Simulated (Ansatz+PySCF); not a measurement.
Two shapes of singlet C4H8.

Shape 1:

```xyz
12

C     0.0000    0.0000   -1.4592
C     0.0000    0.0000   -0.1210
C     0.0000    1.2706    0.6772
C     0.0000   -1.2706    0.6772
H     0.0000   -0.9333   -2.0296
H     0.0000    0.9333   -2.0296
H     0.0000    2.1616    0.0339
H    -0.8834    1.3209    1.3367
H     0.8834    1.3209    1.3367
H     0.0000   -2.1616    0.0339
H     0.8834   -1.3209    1.3367
H    -0.8834   -1.3209    1.3367
```

Shape 2:

```xyz
12

C    -0.0091   -0.0461   -1.4764
C     0.0301   -0.0167   -0.0847
C     0.0290    1.2639    0.6370
C    -0.0446   -1.2532    0.6916
H     0.0237   -0.8913   -2.0163
H    -0.0445    0.9500   -2.0140
H     0.0418    2.1471    0.0571
H    -0.8633    1.3609    1.3144
H     0.8376    1.3362    1.3237
H    -0.0436   -2.1556    0.0576
H     0.8980   -1.3235    1.3844
H    -0.9233   -1.3190    1.3668
```

Basis set: def2-SVP (spherical functions). Charge 0, multiplicity 1.

Computed with Ansatz (development build ahead of 0.2.0); each method stands on the lowest determinant of its kind that the runs found.

Task: Which shape is lower in energy, and by how much in each method?

Result:

```tsv
method	E(2) − E(1) (eV)
RHF	0.579
PBE (unrestricted)	0.483
PBE0 (restricted)	0.505
ωB97X (restricted)	0.536
ωB97X (unrestricted)	0.536
```

Shape 1 is lower.
